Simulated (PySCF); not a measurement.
# Löwdin shares of the frontier orbitals

Species: C₄H₁₃P₂ (charge +1).
Cartesian coordinates in Å at the GFN2-xTB level; atoms count from 1:
```
atom  x, y, z in Å
C1    -1.0893   -1.5751    0.5621
C2    -0.7847   -0.0801    0.5354
C3    -1.9678    0.7409    0.0270
P4     0.6461    0.2597   -0.5736
C5     2.1099   -0.7189   -0.1101
P6     0.9264    2.3880   -0.8456
H7    -0.2725   -2.1476    0.9954
H8    -1.2942   -1.9502   -0.4394
H9    -1.9731   -1.7493    1.1714
H10   -0.5020    0.2588    1.5401
H11   -1.7440    1.8087    0.0250
H12   -2.2418    0.4384   -0.9829
H13   -2.8305    0.5820    0.6698
H14    0.2588   -0.2564   -1.7992
H15    1.8816   -1.7821   -0.1709
H16    2.9308   -0.4928   -0.7913
H17    2.4122   -0.4698    0.9080
H18    1.2643    2.5405    0.5081
H19    2.2599    2.2147   -1.2368
```

Computed with TDDFT B3LYP/def2-SVPD, vertical, gas phase, core orbitals frozen in the response (PySCF).

Kohn–Sham orbitals with the atoms that hold most of them (Löwdin shares over 4%, at most four atoms; ? is withheld):

| orbital | ε (eV) | atoms |
| --- | --- | --- |
| LUMO+2 | -4.27 | P4 28%, P6 18%, H14 14%, C5 11% |
| LUMO+1 | -4.61 | P6 30%, P4 24%, H18 10%, C2 9% |
| LUMO | ? | ? |
| HOMO | -12.60 | P6 63%, P4 10%, H18 7%, H19 7% |
| HOMO-1 | -13.60 | ? |
| HOMO-2 | -14.06 | C1 23%, C2 20%, C3 20%, H7 13% |
| HOMO-3 | -14.13 | C2 21%, C3 20%, C1 19%, H11 11% |

Give the leading atoms of the HOMO-1.

C2 (bonded to 2 C, P and H) 20%; P4 (bonded to 2 C, P and H) 17%; C1 (bonded to C and 3 H) 12%; C3 (bonded to C and 3 H) 12%. By element: carbon 44% or more, phosphorus 17% or more.

Which atoms hold the LUMO, and with what shares?

P6 (bonded to P and 2 H) 48%; P4 (bonded to 2 C, P and H) 22%; C5 (bonded to P and 3 H) 8%; H19 (bonded to P) 6%. By element: phosphorus 70%, carbon 8% or more, hydrogen 6% or more.

What is the LUMO energy, and the HOMO–LUMO gap?

ε(LUMO) = -5.07 eV; the gap is 7.53 eV (0.2768 hartree).

The HOMO–LUMO gap is 7.53 eV. Where does the response calculation put the lowest singlet, and from which orbitals?

S1 is at 6.76 eV (f = 0.106), 0.77 eV below the gap, made of HOMO→LUMO (86%). 

One configuration dominates each of S1, S2, S4 and S7. Which, and how do the shares of the two leading atoms of either orbital change from the occupied to the empty one?

- S1 (6.76 eV, f 0.106), HOMO→LUMO (86%): P6 63% → 48%, P4 10% → 22%
- S2 (6.89 eV, f 0.023), HOMO→LUMO+1 (93%): P6 63% → 30%, P4 10% → 24%
- S4 (7.66 eV, f 0.027), HOMO-1→LUMO (85%): C2 20% → at most 6%, P4 17% → 22%, P6 at most 12% → 48%
- S7 (8.17 eV, f 0.014), HOMO-2→LUMO (87%): C1 23% → at most 6%, C2 20% → at most 6%, P6 at most 13% → 48%, P4 at most 13% → 22%

One conformer stands for the species.
